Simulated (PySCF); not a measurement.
Some computed properties have been withheld. Give your best values.

Compound: C₄H₇F.
SMILES: `CC1(F)CC1`

```csv
property,level,value
point group of the GFN2-xTB geometry,GFN2-xTB,Cs
"rotational constants A, B, C of the GFN2-xTB geometry",GFN2-xTB,"6.719, 5.301, 3.971 GHz"
dipole moment,PBE0/def2-SVPD,1.85 D
HOMO energy,PBE0/def2-SVPD,?
LUMO energy,PBE0/def2-SVPD,0.80 eV
lowest singlet excitation,TDDFT PBE0/def2-SVPD,?
lowest triplet excitation (Tamm–Dancoff),TDA PBE0/def2-SVPD,?
static isotropic polarisability,PBE0/def2-SVPD,47.6 au
electronic spatial extent ⟨r²⟩ about the centre of nuclear charge,PBE0/def2-SVPD,?
13C chemical shifts (computed TMS as zero) by class,GIAO PBE0/pcSseg-1,?
1H chemical shifts (computed TMS as zero) by class,GIAO PBE0/pcSseg-1,"1.60 (3 H), 1.07 (2 H), 0.33 (2 H) ppm"
"isotropic shieldings of nuclei other than C and H, by class",GIAO PBE0/pcSseg-1,?
```

Electronic properties: PySCF, gas phase, density fitting. NMR classes are plain means over equivalent atoms (diastereotopic ones count apart unless rotation or inversion swaps them), as if these changed places fast; in this geometry the members of some classes differ.

Problem. Give the electronic spatial extent ⟨r²⟩ about the centre of nuclear charge.

Solution. 389 bohr².

Problem. The isotropic shieldings of nuclei other than C and H, by class?

Solution. 375 (1 F) ppm.

Problem. What is the lowest triplet excitation (Tamm–Dancoff)?

Solution. 7.36 eV.

Problem. What is the HOMO energy?

Solution. -7.92 eV.

Problem. Give the 13C chemical shifts (computed TMS as zero) by class.

Solution. 77.3 (1 C), 23.6 (1 C), 13.6 (2 C) ppm.

Problem. What is the lowest singlet excitation?

Solution. 7.52 eV (165 nm, f = 0.021).

The vertical singlet–triplet gap S1 − T1 is 0.16 eV (TDDFT singlet less Tamm–Dancoff triplet; S1: HOMO→LUMO, weight 0.98; T1: HOMO→LUMO, weight 0.90). In wavenumbers S1 is 60600 cm⁻¹ (1 eV = 8065.54 cm⁻¹). No computed singlet falls in the visible range (750 to 380 nm, 1.65 to 3.26 eV); S1 lies 4.26 eV above its blue end.

For the TDDFT job (PBE0/def2-SVPD), on Arm Neoverse V1, one thread (shared host), this took 12 s and 0.67 GiB of memory at its peak.
